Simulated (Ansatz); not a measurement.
C2H5NO2 can be A, `C=NC(O)O`, or B, `CN=C(O)O`.

Calculated with Ansatz (gas phase, PBE0-D4/def2-TZVP geometries, no zero-point term in ΔE). CBS: MP2 limit from def2 TZ/QZ plus the TZ coupled-cluster correction, frozen cores. Functionals use def2-TZVPP. B3LYP here is the variant with VWN-RPA as its local correlation; programs differ in this. One conformer a species, not always the lowest.

A:

```xyz
10

C    -0.870   -0.459    1.319
N    -0.327    0.376    0.551
C     0.379   -0.118   -0.607
O    -0.248    0.379   -1.741
O     1.712    0.250   -0.492
H    -1.407   -0.107    2.198
H    -0.832   -1.542    1.150
H     0.367   -1.210   -0.702
H    -0.509    1.288   -1.553
H     1.736    1.141   -0.124
```

B:

Z-matrix (Å, degrees):
```
C
N 1 1.441
H 1 1.090 2 109.4
H 1 1.100 2 112.8 3 -118.6
H 1 1.100 2 112.7 3 118.6
C 2 1.262 1 118.1 3 179.6
O 6 1.332 2 122.1 1 180.0
O 6 1.338 2 128.9 1 -0.1
H 7 0.965 6 105.4 2 0.0
H 8 0.963 6 108.4 2 -0.0
```

(1) Which is lower in electronic energy at CCSD(T)/CBS, and by how much? (Best estimate.)

(2) Give E(B) − E(A) in kcal/mol with PBE-D4, B2PLYP, PBE0-D4, CCSD(T)/def2-TZVPP, ωB97M-V, B3LYP, MP2/def2-TZVPP. (Estimate.)

Largest T1 diagnostic: 0.013.

## Answers

(1) The calculation gave: B, by 12.6 kcal/mol.

(2) Computed: PBE-D4 -15.9, B2PLYP -14.2, PBE0-D4 -16.6, CCSD(T)/def2-TZVPP -12.6, ωB97M-V -14.6, B3LYP -14.5, MP2/def2-TZVPP -14.3. None reverses the order clearly.
